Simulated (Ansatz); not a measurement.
**How far each method lies from full CI for GeH$_{2}$, singlet**

Geometry: a point of a bend scan, not a stationary point.

```yaml
atoms:
  - { symbol: Ge, position_ang: [0.0000, -0.0071, 0.0000] }
  - { symbol: H, position_ang: [0.0000, 0.2573, -1.5720] }
  - { symbol: H, position_ang: [0.0000, 0.2573, 1.5720] }
```

Basis cc-pVDZ; Ansatz 0.2.0. Correlated methods freeze the noble-gas cores and the filled d shells of p-block atoms, which leaves 6 electrons in 23 orbitals. Prefix R: restricted or restricted open-shell reference; prefix U: unrestricted. Active spaces: pair = (2e, 2o) about the gap; valence = (6e, 6o) chosen from the atoms' valence shells. No spin–orbit coupling is included, and no scalar relativity.

Full CI is exact within this basis and frozen core; it isn't the basis-set limit. The frozen core follows each run's orbitals, which can shift R against U totals by a few meV for light atoms and by up to 0.1 eV past Ca.

```
UHF ⟨S²⟩                          : 0.975
T1 diagnostic (RCCSD)             : 0.0227
largest doubles amplitude (RCCSD) : 0.226
```

```tsv
level	E − E(RHF) (eV)
RMP2	-2.3704
RCCSD	-3.2056
RCCSD(T)	-3.3016
```

Estimate how far full CI in cc-pVDZ lies from RCCSD(T). The table doesn't fix it; the size of (T) and the diagnostics are the guide.

Full CI in cc-pVDZ lies 5.0 kJ/mol below RCCSD(T), which is 54 % of the (T) step (-9.3 kJ/mol). T1 is raised, a doubles amplitude is large, RHF is unstable towards spin polarisation, and the rest is a large part of (T). The miss exceeds 1 kcal/mol.

The other levels:

| level | E − E(full CI) (kJ/mol) | share of correlation (%) | wall time |
| --- | --- | --- | --- |
| CISD | 32.2 | 90.05 | 0.51 s |
| BCCD(T) | 5.1 | 98.41 | 0.6 s |
| RCCSDT | 1.1 | 99.66 | – |
| RCCSDT(Q) | 0.2 | 99.93 | 0.99 s |
| RCCSDTQ | 0.0 | 99.99 | 4.3 s |

The correlation energy at full CI, counted from RHF, is -3.354 eV. That run took 2.8 s on 1 thread of Intel Xeon 6975P-C, shared host over 786,897 determinants.

Run but not shown, since their state or frozen core can't be matched to the reference's or they repeat it: UHF, UMP2, UCCSD, UCCSD(T), UCCSDT, UCCSDT(Q), CASSCF (pair space), NEVPT2 (pair space), MRCISD (pair space), MRCISD+Q (pair space), CASSCF (valence space), NEVPT2 (valence space), MRCISD (valence space), MRCISD+Q (valence space).

Times hold each run's SCF and search for its determinant on a shared host, so for small cases they say little of a method's own cost; they ran on 1 thread of Intel Xeon 6975P-C.

Unrestricted levels hold only the spin's projection, and here they fall towards a lower state of higher spin.

The full-CI state has the irrep A1 of C2v, in the program's axes.

Natural occupations of full CI about the gap: 1.950 1.934 1.689 0.264 0.074 0.026 0.010 0.009 0.008 0.008; effectively unpaired electrons, Σ n²(2−n)², 0.54.
